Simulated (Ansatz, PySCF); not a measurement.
## Cohesive energy of zinc-blende BAs at several levels of theory

No measured value is used here.

| level (code) | value (eV/atom) | cell (Å³/atom) |
|---|---|---|
| PBE (Ansatz) | 4.64 | 13.90 |
| rVV10 (Ansatz) | 4.73 | 14.13 |
| r²SCAN (Ansatz) | 4.63 | 13.68 |
| HSE06-D3(BJ) (Ansatz) | ___ | 13.18 |
| Hartree–Fock (PySCF) | 2.70 ± 0.1 | 13.95 |
| MP2 (PySCF) | 4.88 ± 0.2 | 13.33 |
| CCSD (PySCF) | ___ | 13.47 |

Q: Fill in the missing entries.

A: 
- HSE06-D3(BJ) (Ansatz, a program for electronic structure), value (eV/atom): 4.98
- CCSD (PySCF), value (eV/atom): 4.32 ± 0.2

Free atoms are spin-polarised, in the lowest state found; at levels without +SOC their spin–orbit coupling is left out.  A ± on a computed value is a rough bar: the spread of its extrapolation, a floor set from checks against published values, or a statistical error. Each level is taken at its own relaxed cell. Cutoffs and k meshes differ between the levels. Ansatz's density-functional and Hartree–Fock values are scalar-relativistic unless marked +SOC, with PAW data made under PBE.
